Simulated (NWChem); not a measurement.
## Lowest excitation of nitrogen trifluoride (F$_{3}$N)

```
N
F 1 1.3680
F 1 1.3681 2 102.35
F 1 1.3681 2 102.35 3 105.78
```
Charge 0, spin multiplicity 1.

Everything below was run with NWChem. All single points use one geometry, from B3LYP/def2-SVP, a minimum by its harmonic frequencies.

Basis set: 6-31+G*.

```
method        lowest vertical singlet excitation energy (eV)  relative cost  difference from EOM-CCSD
------------  ----------------------------------------------  -------------  ------------------------
TD-PBE                                                  7.63              1                     -1.48
CIS                                                     9.91        under 3                     +0.80
TD-B3LYP                                                8.09        under 3                     -1.03
TD-BHandHLYP                                            8.84              3                     -0.27
EOM-CCSD                                                9.11              4                      0.00
```

The values span 2.28 eV, from TD-PBE (lowest) to CIS (highest). The cost column gives rough processor time relative to TD-PBE; each entry includes its own SCF.

The correlated methods keep 4 core orbitals frozen. B3LYP has NWChem's definition, with VWN1-RPA local correlation. The Pople sets run with spherical d functions. No row is a measurement; the coupled-cluster row has its own basis-set and correlation limits.
